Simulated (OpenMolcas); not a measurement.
**One shape, several levels: [HO2]− (hydroperoxide(1-))**

Aim: a comparison of 6 runs (HF/def2-TZVPPD, B3LYP/6-31G*, BHLYP/def2-TZVPPD, BLYP/def2-TZVPPD, PBE0/def2-TZVPPD, MP2/def2-TZVPPD) of [HO2]− (hydroperoxide(1-)). 

Program for the calculation: OpenMolcas 26.06.

1 further run of the same task is left out (set aside as unsound or not needed).

### Step 1. The molecule

[HO2]− has 3 atoms, charge -1, and is taken as a singlet. SMILES: `[O-]O`. The O1–O2 distance was set to 1.923 Å, away from the relaxed value. At this shape a bond of the SMILES string is far longer than usual.

Bond lengths: O2–H3 0.961 Å. A long bond or contact: O1–O2 1.923 Å.

### Step 2. A single-point energy at HF/def2-TZVPPD (run 1)

The input, coord.xyz:

```xyz
3

O     -0.392411     1.467044    -0.050853
O     -0.242260    -0.445880    -0.180750
H      0.600030    -0.579720     0.261570
```

The input, test.inp:

```
&GATEWAY
 BASLIB
 $CurrDir
 COORD
 coord.xyz
 BASIS
 def2-TZVPPD
 GROUP
 NoSym

&SEWARD

&SCF
 CHARGE
 -1
 THRESHOLDS
 1e-10 1e-07 1e-07 1e-05
 PRORBITALS
 1 2
```

The basis set def2-TZVPPD is read from a file made from the Basis Set Exchange's data (not shown).

Started as:

```sh
export MOLCAS_MEM=1860
pymolcas test.inp > test.log
```

Log:

```text
--- Start Module: gateway ---
[...]
--- Stop Module: gateway /rc=_RC_ALL_IS_WELL_ ---
--- Start Module: seward ---
[...]
      Basis functions           97
--- Stop Module: seward /rc=_RC_ALL_IS_WELL_ ---
[...]
--- Start Module: scf ---
[...]
       Convergence after  21 Iterations
[...]
::    Total SCF energy                               -150.1822014389
[...]
      Total spin, S                                     0.0000000000
[...]
      Total electronic charge=   18.000000
      Total            charge=   -1.000000
[...]
      Dipole Moment (debye):
      Origin of the operator (angstrom)=   -0.2893    0.4773   -0.1043
                   X=  1.1997E+00               Y=  2.2952E-01               Z=  6.7645E-01           Total=  1.3963E+00
      Center of Charge (angstrom)
[...]
--- Stop Module: scf /rc=_RC_ALL_IS_WELL_ ---
[...]
```

Run time: 11 s. Hardware: 1 thread of Arm Neoverse V1, shared host; peak memory 0.54 GiB.

### Step 3. The energy at B3LYP/6-31G(d) (Cartesian functions) (run 2)

The input, job.inp:

```
* HO2 Kohn-Sham DFT
&gateway
baslib = $CurrDir
basisset
O.6-31Gs....
O1 -0.392411 1.467044 -0.050853 angstrom
O2 -0.242260 -0.445880 -0.180750 angstrom
End of Basis
basisset
H.6-31Gs....
H3 0.600030 -0.579720 0.261570 angstrom
End of Basis
&seward
gridinput
Grid=UltraFine
End of Grid
&scf
charge = -1
ksdft = B3LYP
thresholds = 1e-10 1e-07 1e-07 1e-05
prorbitals = 1 2
```

The basis set 6-31G* is read from a file made from the Basis Set Exchange's data (not shown).

Started as:

```sh
export MOLCAS_MEM=1860
pymolcas job.inp > job.log
```

Log:

```text
--- Start Module: gateway ---
[...]
--- Stop Module: gateway /rc=_RC_ALL_IS_WELL_ ---
--- Start Module: seward ---
[...]
      Basis functions           32
--- Stop Module: seward /rc=_RC_ALL_IS_WELL_ ---
--- Start Module: scf ---
[...]
       Convergence after  17 Iterations
[...]
::    Total KS-DFT energy                            -150.8550639606
[...]
      Total spin, S                                     0.0000000000
[...]
      Total electronic charge=   18.000000
      Total            charge=   -1.000000
[...]
      Dipole Moment (debye):
      Origin of the operator (angstrom)=   -0.2893    0.4773   -0.1043
                   X=  1.3541E+00               Y= -1.3253E+00               Z=  5.8841E-01           Total=  1.9840E+00
      Center of Charge (angstrom)
[...]
--- Stop Module: scf /rc=_RC_ALL_IS_WELL_ ---
[...]
```

Run time: 6 s. Hardware: 1 thread of Arm Neoverse V1, shared host; peak memory 0.37 GiB.

Runs 3 to 4 aren't shown in full; the table further down has their settings and results.

### Step 4. The energy at PBE0/def2-TZVPPD (run 5)

The input, test.input:

```
* HO2 Kohn-Sham DFT

&GATEWAY
 BasLib
 $CurrDir
 Coord
 3
 angstrom
 O       -0.392411       1.467044      -0.050853
 O       -0.242260      -0.445880      -0.180750
 H        0.600030      -0.579720       0.261570
 Basis
 def2-TZVPPD
 Group
 NoSym

&SEWARD
 GridInput
 Grid=UltraFine
 End of Grid

&SCF
 Charge
 -1
 KSDFT
 PBE0
 Thresholds
 1e-10 1e-07 1e-07 1e-05
 PrOrbitals
 1
```

The basis set def2-TZVPPD is read from a file made from the Basis Set Exchange's data (not shown).

Started as:

```sh
export MOLCAS_MEM=1860
pymolcas test.input > test.log
```

Log:

```text
--- Start Module: gateway ---
[...]
--- Stop Module: gateway /rc=_RC_ALL_IS_WELL_ ---
--- Start Module: seward ---
[...]
      Basis functions           97
--- Stop Module: seward /rc=_RC_ALL_IS_WELL_ ---
[...]
--- Start Module: scf ---
[...]
       Convergence after  21 Iterations
[...]
::    Total KS-DFT energy                            -150.8054069136
[...]
      Total spin, S                                     0.0000000000
[...]
      Total electronic charge=   18.000000
      Total            charge=   -1.000000
[...]
      Dipole Moment (debye):
      Origin of the operator (angstrom)=   -0.2893    0.4773   -0.1043
                   X=  1.3024E+00               Y= -1.5397E+00               Z=  5.3669E-01           Total=  2.0869E+00
      Center of Charge (angstrom)
[...]
--- Stop Module: scf /rc=_RC_ALL_IS_WELL_ ---
[...]
```

Run time: 28 s. Hardware: 1 thread of Arm Neoverse V1, shared host; peak memory 0.54 GiB.

### Step 5. The energy at MP2/def2-TZVPPD (run 6)

The input, struct.xyz:

```xyz
3

O     -0.392411     1.467044    -0.050853
O     -0.242260    -0.445880    -0.180750
H      0.600030    -0.579720     0.261570
```

The input, job.input:

```
* HO2 MP2

&GATEWAY
 BASLIB
 $CurrDir
 COORD
 struct.xyz
 BASIS
 def2-TZVPPD
 GROUP
 NoSym

&SEWARD

&SCF
 CHARGE
 -1
 THRESHOLDS
 1e-10 1e-07 1e-07 1e-05
 PRORBITALS
 1 2

&MBPT2
 FROZEN
 2
```

The basis set def2-TZVPPD is read from a file made from the Basis Set Exchange's data (not shown).

Started as:

```sh
export MOLCAS_MEM=1860
pymolcas job.input > job.log
```

Log:

```text
--- Start Module: gateway ---
[...]
--- Stop Module: gateway /rc=_RC_ALL_IS_WELL_ ---
[...]
      Basis functions           97
[...]
--- Start Module: scf ---
[...]
       Convergence after  21 Iterations
[...]
::    Total SCF energy                               -150.1822014389
[...]
      Total spin, S                                     0.0000000000
[...]
      Total electronic charge=   18.000000
      Total            charge=   -1.000000
[...]
      Dipole Moment (debye):
      Origin of the operator (angstrom)=   -0.2893    0.4773   -0.1043
                   X=  1.1997E+00               Y=  2.2952E-01               Z=  6.7645E-01           Total=  1.3963E+00
      Center of Charge (angstrom)
[...]
--- Stop Module: scf /rc=_RC_ALL_IS_WELL_ ---
[...]
--- Start Module: mbpt2 ---
[...]
WARNING!
Default frozen orbitals as non valence orbitals is overwritten by user input.
Default values:   2
[...]
       Reference weight ( Cref**2 )         =        0.86710
::    Total MBPT2 energy                             -150.6858051170
[...]
      Total MBPT2 calculations                           0.30      0.33
--- Stop Module: mbpt2 /rc=_RC_ALL_IS_WELL_ ---
[...]
```

Run time: 11 s. Hardware: 1 thread of Arm Neoverse V1, shared host; peak memory 0.54 GiB.

### Step 6. All runs side by side

```tsv
run	level	Cartesian functions	integration grid	energy (Eh)	HOMO energy (eV)	LUMO energy (eV)	HOMO–LUMO gap (eV)	wall time
1	HF/def2-TZVPPD	no	–	-150.182201	-4.92	6.19	11.12	11 s
2	B3LYP/6-31G* (Cartesian functions)	yes	UltraFine	-150.855064	2.08	5.77	3.69	6 s
3	BHLYP/def2-TZVPPD	no	UltraFine	-150.881118	-2.20	4.76	6.96	27 s
4	BLYP/def2-TZVPPD	no	UltraFine	-150.982091	1.49	2.37	0.88	31 s
5	PBE0/def2-TZVPPD	no	UltraFine	-150.805407	-0.27	3.70	3.97	28 s
6	MP2/def2-TZVPPD	no	–	-150.685805	-4.92	6.19	11.12	11 s
```

### Step 7. Results

| quantity | value |
| --- | --- |
| run 6: total energy | -150.68581 Eh |
| run 6: HOMO energy (Hartree–Fock orbitals) | -4.92 eV |
| run 6: LUMO energy (Hartree–Fock orbitals) | 6.19 eV |
| run 6: HOMO–LUMO gap (to an unbound level, set by the basis) | 11.12 eV |
| run 6: correlation energy (2 core orbitals frozen) | -503.6 mEh |

In words: Over runs 1, 2, 3, 4, 5 the HOMO–LUMO gap runs from 0.88 eV (BLYP/def2-TZVPPD) to 11.12 eV (HF/def2-TZVPPD). Exact exchange widens orbital gaps. The empty levels of an anion lie above zero and hang on the basis. Totals of different functionals can't be ranked against each other. In runs 2, 4 the HOMO lies above zero, so the outermost electron may be held by the basis alone. All runs together took 1.9 min, the longest 31 s.
